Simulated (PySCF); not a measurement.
Species: chloroform, CHCl₃.
SMILES: `ClC(Cl)Cl`

Level of theory: PBE0/pcSseg-1 in PySCF (dipole) on a GFN2-xTB geometry, gas phase.

Take the most abundant isotopes and a rigid rotor. 

(1) Give the principal moments of inertia and the rotational constants in GHz.

(2) Classify the top.

(3) Is it planar, by Δ = Ic − Ia − Ib?

(4) Give the other two planar moments, Paa and Pbb, and the rms extents of the mass along the axes.

(5) Where do the R-branch lines fall?

(6) Estimate the classical rotational partition function at 10 K, 25 K and 50 K.

Results:

(1) Ia = 153.28, Ib = 153.32, Ic = 294.52 u·Å²; 505379 MHz·u·Å²/I gives 3297, 3296 and 1716 MHz, that is A = 3.2972, B = 3.2962, C = 1.7159 GHz.

(2) An oblate symmetric top, as the point group C3v requires two equal moments; the computed ones differ by 0.03 % because the geometry is symmetric only within the optimiser's tolerance: κ = (2 × 3296 − 3297 − 1716)/(3297 − 1716) = 1.00.

(3) Not planar: Δ = Ic − Ia − Ib = -12.08 u·Å². For a rigid frame Δ = −2 Σ m c², so Σ m c² = 6.04 u·Å² lies off the ab plane: 2.54 from hydrogen and 3.50 from heavier atoms. The atom farthest from that plane is 1.59 Å away.

(4) Paa = Σ m a² = (Ib + Ic − Ia)/2 = 147.28 and Pbb = Σ m b² = (Ia + Ic − Ib)/2 = 147.24 u·Å². With the mass M = 117.91 u, the rms extents √(P/M) along a, b and c are 1.12, 1.12, 0.23 Å.

(5) The dipole of 1.24 D lies along the symmetry axis, so ΔK = 0 and J+1 ← J falls at 2B(J+1) for every K: 6.59 GHz, 13.19 GHz, 19.78 GHz, 26.37 GHz, 32.97 GHz for J = 0 to 4.

(6) Point group C3v, symmetry number σ = 3; q = (√π/σ)·√((kT/h)³/(ABC)), k/h = 20836.6 MHz/K: 412 at 10 K, 1630 at 25 K, 4600 at 50 K.

Whether it is a minimum is left open (no frequencies). These are rigid-rotor constants of the computed structure; measured ground-state constants (B0) also hold zero-point vibration.

On one thread of an Arm Neoverse V2, no GPU, shared host, this took 3.9 s of wall time. This is the PBE0/pcSseg-1 job that gave the dipole, with the shieldings it also computed.
